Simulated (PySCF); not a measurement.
A family of related molecules: H2E=Y. Gas-phase values, no solvent. Strings in code marks are SMILES.

The four lowest singlet excitations (Tamm–Dancoff). These are PySCF with r2SCAN-D4/def2-TZVP values and carry that method's errors. Excitations are Tamm–Dancoff values on a coarser integration grid. The basis has no diffuse functions, so Rydberg states are missing or too high.

| state | energy (eV) | wavelength (nm) | oscillator strength |
|---|---|---|---|
| S1 | 3.14 | 394 | 0.000 |
| S2 | 5.26 | 236 | 0.131 |
| S3 | 5.78 | 215 | 0.002 |
| S4 | 6.01 | 206 | 0.045 |

Which member gives these states?
A. `[SiH2]=S`
B. `C=S`
C. `C=O`
D. `[O]=[SnH2]`

A, `[SiH2]=S`
